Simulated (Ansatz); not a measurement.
Species: methane, CH$_{4}$, net charge 0, singlet state. 
Structure (B3LYP-D3(BJ)/def2-TZVP (Ansatz, a quantum-chemistry and plane-wave program) minimum search):
```
C
H 1 1.0892
H 1 1.0892 2 109.47
H 1 1.0892 2 109.47 3 120.00
H 1 1.0892 2 109.47 3 -120.00
```
Charge 0, spin multiplicity 1.

Parts of the frozen-core correlation energy in 6-31G (Ansatz, hartree). Frozen orbitals: 1; correlated occupied orbitals by spin: 4 and 4; virtual: 12 and 12. No spin-orbit coupling. No relativistic terms.

| term | value |
|---|---|
| reference (HF) | -40.18042 |
| MP2 opposite-spin | ? |
| MP2 same-spin | ? |
| CCSD correlation | -0.11772 |
| (T) | ? |
| FCI minus CCSD(T) | -0.00030 |
| T1 diagnostic | 0.004 |
| largest doubles amplitude | 0.045 |

Fill in the missing entries.


- MP2 opposite-spin, value: -0.08248
- MP2 same-spin, value: -0.01613
- (T), value: -0.00160
